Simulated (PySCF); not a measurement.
carbon tetrachloride cation (CCl₄), SMILES ClC(Cl)(Cl)Cl (connectivity only; charge and spin as stated), charge +1, multiplicity 2.

Coordinates come from a B3LYP-D3(BJ)/def2-SVP optimisation. The multiplicity is an assumed one; other spin states were not compared.

Two levels are set side by side: PBE/def2-TZVP (PySCF) and r2SCAN/def2-TZVP (PySCF). Same geometry, gas phase. Differences are taken from unrounded values.

| quantity | r2SCAN |
|---|---|
| α-spin orbital gap (eV) | 5.62 |
| β-spin orbital gap (eV) | 0.15 |
| mean polarisability (bohr³) | 82.9 |

What does PBE give, and how far is it from r2SCAN? (An estimate is asked for; the answer gives what the named calculation found.)


```tsv
quantity	PBE	PBE minus r2SCAN
α-spin orbital gap (eV)	5.17	-0.45
β-spin orbital gap (eV)	0.07	-0.08
mean polarisability (bohr³)	79.2	-3.7
```

Rough cost on one machine, each run with all the roots and properties that it gave: r2SCAN against PBE about 3 times.
